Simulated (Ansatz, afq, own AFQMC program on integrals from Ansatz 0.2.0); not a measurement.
Integrals from Ansatz 0.2.0, then the random walk in our own AFQMC program (afq).

```yaml
crystal:
  periodic: [false, false, false]
  atoms:
    - {symbol: Pt, position_ang: [0.000000, 0.000000, -1.760794]}
    - {symbol: N, position_ang: [0.000000, 0.000000, 0.331917]}
    - {symbol: N, position_ang: [0.000000, 0.000000, 1.428877]}
basis:
  gaussian: {orbitals: def2-SVP}
magnetization: {spin_polarized: true, initial_magnetization: 2}
correlation: {method: ccsd_t, electrons: outside_noble_gas, hamiltonian_folder: ham}
```

```sh
$ ansatz run in.yaml --threads 1 --pin off --events-out ev --progress --plain --max-ram 16896MiB --backend cuda --devices 0, --max-vram 18GiB
```

Options of the walk:

```
--method phaseless --trial cisd --walkers 4000 --populations 20 --least-time 60 --time-step 0.005 --steps-per-block 50 --equilibration-blocks 40 --max-blocks 4000 --target-error 0.00027 --factor-cut 1e-05 --start spin_pure --seed 3939 --release-times 0.24,0.6,1.2,1.8,2.6 --release-step 0.04 --release-every 4 --taylor-order 6
```

Times are imaginary, in 1/Eh. The walk had a cap of 203 s. With eight or more populations the least sampling time is a fifth of least-time, and the error comes from their spread. Core potentials past Kr, no spin–orbit coupling.

Output of the walk:

```
orbitals 54  electrons 11 9  factors 444 of 610
reference energy -227.22289817 Eh
CCSD correlation -0.52312456 Eh in 13 cycles, weight of the determinant in the CISD state 0.8284
energy of the start -227.742796 Eh
 block  time / (1/Eh)  mean weight  energy / Eh
     1     0.250  0.9997  -227.732921
     2     0.500  1.0000  -227.744433
     3     0.750  1.0002  -227.749892
     4     1.000  1.0001  -227.755497
     5     1.250  1.0002  -227.758687
     7     1.750  0.9999  -227.763450
     9     2.250  0.9999  -227.764981
    13     3.250  1.0004  -227.767806
    21     5.250  0.9995  -227.766481
    25     6.250  0.9999  -227.770844
    29     7.250  0.9999  -227.766446
    37     9.250  1.0002  -227.765621
    45    11.250  0.9998  -227.765941
    53    13.250  0.9997  -227.763709
    61    15.250  0.9996  -227.766854
    69    17.250  1.0000  -227.766212
    77    19.250  0.9999  -227.765523
    85    21.250  1.0001  -227.764963
    93    23.250  1.0001  -227.763073
   101    25.250  1.0000  -227.766399
   109    27.250  1.0001  -227.762655
   117    29.250  1.0000  -227.765695
   125    31.250  1.0002  -227.768190
   133    33.250  0.9997  -227.765758
   141    35.250  1.0005  -227.765907
   149    37.250  0.9996  -227.764081
   157    39.250  1.0005  -227.766348
   165    41.250  1.0001  -227.767093
   169    42.250  1.0004  -227.766462
error from the spread of 20 populations
released: time / (1/Eh)  energy / Eh  error  mean overlap
  0.24  -227.766127  0.000263  0.9997
  0.60  -227.767047  0.000210  0.9965
  1.20  -227.767783  0.000297  0.9855
  1.80  -227.767500  0.000366  0.9860
  2.60  -227.768129  0.000570  0.9847
energy -227.765841 +/- 0.000288 Eh
(rows thinned)
```

The run passed its tests (sampling time, drift between the halves within three errors, error under three times the target), which doesn't prove that it has relaxed, ending at its cap on processor time.

Against this walk (error 7.8 meV) on the same determinant: CCSD(T) 25.0 meV higher, CCSDT(Q) 39.1 meV lower. The error is statistical and leaves out the bias of the constraint. Released to 2.60 1/Eh the energy lies 62 ± 17 meV (both errors) below the phaseless value, which shows part or all of the bias of the constraint, and CCSDT(Q) lies 23.1 meV above the released value. CCSDT(Q) is the surest value here, so the walk's 39 meV above it is most likely the bias of the constraint with this trial, which can have either sign.

Cautions: constraint bias not in the error; error above the target (7.8 against 7.3 meV); no spin-orbit coupling; outer-core shells of the metal frozen; lower spins were not checked; higher spins were not checked.

The walk took 3.4 min on 1 × NVIDIA H100 80GB HBM3 with 2 threads of AMD EPYC 7R13 Processor (Zen 3), with other jobs on the host (the card was shared). The log's last line is the phaseless energy.

CCSDT and higher add their correlation energy to the determinant of the CCSD(T) run, since their own runs factorise the integrals more tightly (a shift of under 2 meV). A walk keeps the symmetry of its determinant, which the program's search chose and which needn't be the lowest solution, so a lower state of the same spin and another symmetry isn't excluded.
